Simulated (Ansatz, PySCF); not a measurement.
Species: trimethyl amine, C₃H₉N, charge 0, multiplicity 1. 
Structure (B3LYP-D3(BJ)/def2-TZVP (Ansatz, a program for electronic structure) minimum search):
```
N
C 1 1.4503
H 2 1.0911 1 109.85
H 2 1.0911 3 108.21 1 119.93
H 2 1.1055 3 108.00 4 116.68
C 1 1.4503 2 111.65 3 176.58
H 6 1.0911 1 109.85 2 -176.58
H 6 1.0911 7 108.21 1 -119.93
H 6 1.1055 7 108.00 8 -116.68
C 1 1.4503 2 111.65 3 -57.65
H 10 1.0911 1 109.85 2 176.58
H 10 1.0911 11 108.21 1 119.93
H 10 1.1055 11 108.00 12 116.68
```

Dipole moments at this geometry, in debye (magnitudes).

```tsv
level	program	dipole (D)
HF/def2-TZVPD	PySCF	0.69
SVWN5/def2-TZVPD	Ansatz	0.45
BLYP/def2-TZVPD	PySCF	0.42
r2SCAN0/def2-TZVPD	Ansatz	?
CCSD(T)/aug-cc-pVDZ	Ansatz	?
```

**Question.** Some entries are withheld; supply them.

**Answer.** 
- r2SCAN0/def2-TZVPD, dipole (D): 0.56
- CCSD(T)/aug-cc-pVDZ, dipole (D): 0.57

Measured: 0.61 D (NIST CCCBDB, as tabulated in the package chemicals), a vibrational average. This is an older compilation, not checked against later work.
